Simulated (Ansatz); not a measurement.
Mulliken charges of C$_{4}$H$_{3}$S (`[c]1cccs1`) radical from B3LYP/def2-TZVPP in Ansatz (PBE0-D4/def2-TZVP geometry).

```tsv
atom	x (Å)	y (Å)	z (Å)	charge (e)
C1	-0.858	1.320	0.270	-0.039
C2	0.290	0.823	0.776	-0.139
C3	0.588	-0.418	0.135	-0.153
C4	-0.336	-0.778	-0.800	-0.122
S5	-1.597	0.385	-0.926	0.071
H6	0.894	1.285	1.544	0.128
H7	1.461	-1.014	0.367	0.127
H8	-0.351	-1.660	-1.423	0.127
```

Question: By hand: the dipole of these point charges (1 e Å = 4.8032 D).

Answer: Σ q r = (0.086, -0.155, -0.044) e Å, of length 0.183 e Å = 0.88 D.

Question: How does the dipole of the full density compare? (Estimate.)

Answer: Ansatz gave: (0.148, -0.169, -0.008) e Å, 1.08 D; the point charges give 0.81 times that, at 17° from its direction.

Point charges leave out the atoms' own dipoles, such as those of lone pairs, and Mulliken's split depends on the basis, so the two needn't agree.

B3LYP here is the variant with VWN-RPA as its local correlation; programs differ in this.
